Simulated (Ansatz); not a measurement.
input.yaml (Ansatz)

```yaml
crystal:
  lattice:
    - [0.0, 2.5346899674, 2.5346899674]
    - [2.5346899674, 0.0, 2.5346899674]
    - [2.5346899674, 2.5346899674, 0.0]
  atoms:
    - { symbol: Yb, position: [0.0, 0.0, 0.0], spin: 1.0 }
hamiltonian:
  xc: pbesol
  pseudopotentials:
    kind: paw
    azcp:
      Yb: "pseudopotentials/Yb.paw.azcp"
basis:
  ecutwfc: 420
  fft_grid_basis: typed
kpoints:
  mp_grid: { grid: [18, 18, 18], shift: [0, 0, 0] }
magnetization:
  spin_polarized: true
scf:
  occupations: { method: fermi_dirac, width: 0.05 }
```

Output

```
Warning: the record states the generating functional pbe (its physics header spells it `PBE`), which answers neither for hamiltonian.xc's functional nor for the pbesol family's — results may be inconsistent (PPs are generated against a specific XC)
Warning: where an SCF of this run starts from atoms to list the orders of its open shells, Yb (site 0, from 0) starts with 0.44 μB on its 4f shell and 0.44 μB on its 5d shell, in the place of the 1.00 μB that the deck gives it: its open shells can hold no more by Hund's first rule. To start from spheres of the given moment, type scf.initial_density.shell_occupations: []
Engine: ansatz 0.2.0, x86_64-unknown-linux-gnu
Pseudopotentials: kind: paw
Pseudopotential: Yb, paw, valence charge 24, recommended cutoff 420 eV (normal) 
Functional definition: PBEsol
  exchange = pbesol_x
  correlation = pbesol_c
Crystal: 1 atoms, lattice volume = 32.569 Å³
Basis set: ecut = 420 eV, 609 PW (Γ)
Bands: 17, of which v1, the nominal top of the filled ones, is band 12 counted from 1 (11 counted from 0)
Symmetry: 48 space group operations
Space group: Fm-3m (ITA 225), of the structure as read, at distance tolerance 3.2e-5 Å
Magnetic group: BNS 225.116 (UNI 1618), of the structure as read, at distance tolerance 3.2e-5 Å
k-points: 195 of 5832
Non-local potential: Yb, projectors of the file, l = 0: 3, l = 1: 2, l = 2: 2, l = 3: 3
PAW form: soft (Blöchl's): semilocal exchange-correlation on the pseudo side does not see the compensation charge
PAW frozen core: Yb, regenerated for the run's functional, and the local potential with it (the file was generated under x = pbe(κ = 0.804, μ = 0.2195149727645171), c = pbe(β = 0.06672455060314922))
PAW one-centre angular grid: Yb, 590 points (default); XC on 64 Gauss nodes
Initial density: superposition of atomic densities (chi_scale 0.1, normalization cell)
Starting moments: Σ|m| = 1 μB on 1 of 1 site
Initial wavefunctions: pseudopotential atomic-orbital guess
Functional: x = pbesol(κ = 0.804, μ = 0.12345679012345678), c = pbesol(β = 0.046)
iter 1 solved again at ethr=3.38e-4 eV; its pass at ethr=3.10e-3 eV (dr2=8.12e-2 eV) is discarded
SCF iter   1: F=—  HF=-13676.486503 eV  |F-HF|=—  |Δ(HF+E_count)|=         —  Δρ=4.47e-2 (↑4.47e-2 ↓3.06e-2)  dr2=8.39e-2  dr2_m=4.19e-1  M=0.213 μB ∫|m|=0.213 μB  β_m=0.30  ethr=3.38e-4  ⟨swp⟩=1.8  Hψ=46293  notcnv=0
Mixer restart at iter 1: flushing history
spin=Collinear: Kerker preconditioning applied to the charge; magnetization (m = ρ↑ − ρ↓) channel mixes plain (no charge-response kernel on spin).
SCF iter   2: F=—  HF=-13676.459974 eV  |F-HF|=—  |Δ(HF+E_count)|=   2.65e-2  Δρ=3.04e-2 (↑3.04e-2 ↓2.76e-2)  dr2=2.07e-2  dr2_m=2.48e-1  M=0.159 μB ∫|m|=0.165 μB  β_m=0.65  ethr=3.38e-4  ⟨swp⟩=3.0  Hψ=12831  notcnv=0
SCF iter   3: F=—  HF=-13676.744637 eV  |F-HF|=—  |Δ(HF+E_count)|=   2.85e-1  Δρ=1.64e-2 (↑1.64e-2 ↓1.28e-2)  dr2=2.06e-1  dr2_m=1.48e-3  M=0.044 μB ∫|m|=0.117 μB  β_m=0.48  ethr=8.64e-5  ⟨swp⟩=6.0  Hψ=26267  notcnv=0  defer=111
SCF iter   4: F=—  HF=-13676.487297 eV  |F-HF|=—  |Δ(HF+E_count)|=   2.57e-1  Δρ=6.69e-3 (↑6.69e-3 ↓1.08e-3)  dr2=9.91e-3  dr2_m=3.47e-3  M=0.028 μB ∫|m|=0.093 μB  β_m=0.74  ethr=8.64e-5  ⟨swp⟩=4.3  Hψ=23378  notcnv=0  defer=64
SCF iter   5: F=—  HF=-13676.495183 eV  |F-HF|=—  |Δ(HF+E_count)|=   7.89e-3  Δρ=2.99e-3 (↑2.99e-3 ↓1.84e-3)  dr2=5.73e-3  dr2_m=1.80e-4  M=0.026 μB ∫|m|=0.069 μB  β_m=0.87  ethr=4.13e-5  ⟨swp⟩=1.9  Hψ=12233  notcnv=0  defer=63
SCF iter   6: F=—  HF=-13676.510645 eV  |F-HF|=—  |Δ(HF+E_count)|=   1.55e-2  Δρ=1.70e-3 (↑1.70e-3 ↓1.13e-3)  dr2=3.23e-3  dr2_m=3.08e-5  M=0.005 μB ∫|m|=0.012 μB  β_m=0.90  ethr=2.39e-5  ⟨swp⟩=2.4  Hψ=13519  notcnv=0  defer=63
SCF iter   7: F=—  HF=-13676.510670 eV  |F-HF|=—  |Δ(HF+E_count)|=   2.45e-5  Δρ=3.65e-4 (↑3.65e-4 ↓1.65e-4)  dr2=8.12e-5  dr2_m=9.44e-6  M=0.005 μB ∫|m|=0.013 μB  β_m=0.95  ethr=1.35e-5  ⟨swp⟩=2.0  Hψ=15100  notcnv=0  defer=63
SCF iter   8: F=—  HF=-13676.511011 eV  |F-HF|=—  |Δ(HF+E_count)|=   3.41e-4  Δρ=4.05e-5 (↑4.05e-5 ↓3.91e-5)  dr2=1.19e-6  dr2_m=1.98e-8  M=0.000 μB ∫|m|=0.001 μB  β_m=0.98  ethr=3.38e-7  ⟨swp⟩=3.2  Hψ=15802  notcnv=0  defer=67
SCF iter   9: F=—  HF=-13676.511007 eV  |F-HF|=—  |Δ(HF+E_count)|=   4.02e-6  Δρ=7.49e-5 (↑7.49e-5 ↓4.53e-5)  dr2=3.68e-6  dr2_m=7.07e-8  M=-0.000 μB ∫|m|=0.001 μB  β_m=0.97  ethr=4.98e-9  ⟨swp⟩=2.5  Hψ=12431  notcnv=0  defer=67
SCF iter  10: F=—  HF=-13676.511015 eV  |F-HF|=—  |Δ(HF+E_count)|=   8.67e-6  Δρ=2.51e-5 (↑5.24e-6 ↓2.51e-5)  dr2=2.43e-7  dr2_m=3.22e-8  M=0.000 μB ∫|m|=0.000 μB  β_m=0.98  ethr=4.98e-9  ⟨swp⟩=3.1  Hψ=14185  notcnv=0  defer=67
SCF iter  11: F=—  HF=-13676.511016 eV  |F-HF|=—  |Δ(HF+E_count)|=   3.88e-7  Δρ=5.71e-6 (↑4.93e-6 ↓5.71e-6)  dr2=3.04e-8  dr2_m=9.43e-10  M=0.000 μB ∫|m|=0.000 μB  β_m=0.99  ethr=1.01e-9  ⟨swp⟩=2.2  Hψ=11907  notcnv=0  defer=67
iter 12 did not close the SCF: its close was put off for a magnetic moment that had not settled (scf_convergence_deferred on its scf_iter line)
SCF iter  12: F=-13676.511016 eV  HF=-13676.511016 eV  |F-HF|=8.21e-8  |Δ(HF+E_count)|=   7.22e-8  Δρ=8.99e-6 (↑5.51e-6 ↓8.99e-6)  dr2=5.53e-8  dr2_m=9.22e-10  M=0.000 μB ∫|m|=0.000 μB  β_m=0.88  ethr=1.27e-10  ⟨swp⟩=1.9  Hψ=24284  notcnv=0
SCF iter  13: F=-13676.511016 eV  HF=-13676.511016 eV  |F-HF|=1.09e-11  |Δ(HF+E_count)|=   4.82e-9  Δρ=1.90e-7 (↑1.40e-7 ↓1.90e-7)  dr2=1.50e-11  dr2_m=3.71e-12  M=0.000 μB ∫|m|=0.000 μB  ethr=1.27e-10  ⟨swp⟩=1.5  Hψ=17935  notcnv=0
SCF 1 converged in 13 iterations: F = -13676.511016 eV  dr2 = 1.50e-11
WARN: the starting moments were not kept: the SCF closed with an absolute magnetisation of 9.5e-6 μB, where they sum to 1 μB in size (1 site). That is at most 0.1 of that sum. Measured as dr2_m measures the in/out step, that magnetisation stands 2.2e-11 eV from none, at or under the dr2_threshold of 1.0e-7 eV: it is no larger than a step whose dr2_m would equal this threshold. The system may hold no moment; this SCF shows only that its start led to no more than that. To try another start: raise the starting moments (crystal.atoms[].spin, magnetization.per_species, magnetization.initial_magnetization, or on a non-collinear deck that types none of these the spinor_matrix: blocks that start its atoms; where the total moment is fixed, keep their sum and leave initial_magnetization as it is; typed ones take the place of any that the run laid by itself, positive ones on a crystal's lanthanoids without a Hubbard term where scf.initial_density.shell_occupations: [] is typed) or, if the notice of its spin-set hold's release reads "site moments contracting" or "site moments show no strong build", lengthen the hold (scf.mixing.spin_hold: { on: { confirm: 4 } }; for m-r²SCAN on two components see the key's manual first). Each may lead to a state that holds a moment. A second SCF, from the converged charge density, with the starting moments and any scf.initial_density.shell_occupations laid on it anew, would have followed, and was not run: the deck does not ask for one (magnetization.retry_lost_moments is false, the default). To let it run, set magnetization.retry_lost_moments: true and run the deck again, where that key's refused combinations let it; where memory then withholds it, that run's warning says so.
SCF converged after 13 iterations
Magnetization: 0.0000 μB (12.0000 up, 12.0000 down)
Absolute magnetization: 0.0000 μB (∫|ρ↑−ρ↓|, with the PAW one-centre terms)
Spin contamination: 0.0000 ħ² per cell (⟨S²⟩ above its minimum at these occupations)
Per-site moments (μB) at R_I (Å): [(1.1801870323036608e-6, 1.4786445829270907)]
Free energy (F): -13676.511016 eV
Harris-Foulkes:  -13676.511016 eV  (|F-HF|=1.09e-11)
Internal energy: -13676.499283 eV  (E = F + TS)
E sigma→0 (E₀):  -13676.505149 eV
Entropy (-TS):   -0.011733 eV (-11.733 meV/atom)
Fermi energy:    11.784819 eV
--- Per-component energies (eV) ---
  E_band       = 26.902105
  E_kinetic    = 356.229305
  E_local      = -6080.896960  (includes V_loc(G=0)·N_el)
  E_nonlocal   = 553.007473
  E_hartree    = 2642.988562
  E_xc         = -162.276412
  E_vxc        = -203.041306  (∫ρ·V_xc dr)
  E_paw        = -7235.951143  (= ΣΔE_a)
  E_vpaw       = 115.626235  (= ΣTr[D̂ρ^β])
  E_aug_tail   = 0.000003  (compensation charges beyond the density's cutoff)
  E_ewald      = -3750.729303
  E_core_change = 1.129194  (= ΣΔE_core)
  E_smearing   = -0.011733  (= −TS)
  E_closure    = -0.000000  (closes the sum)
  Σ components = -13676.511016   (vs F -13676.511016, Δ=0.00e0)
```
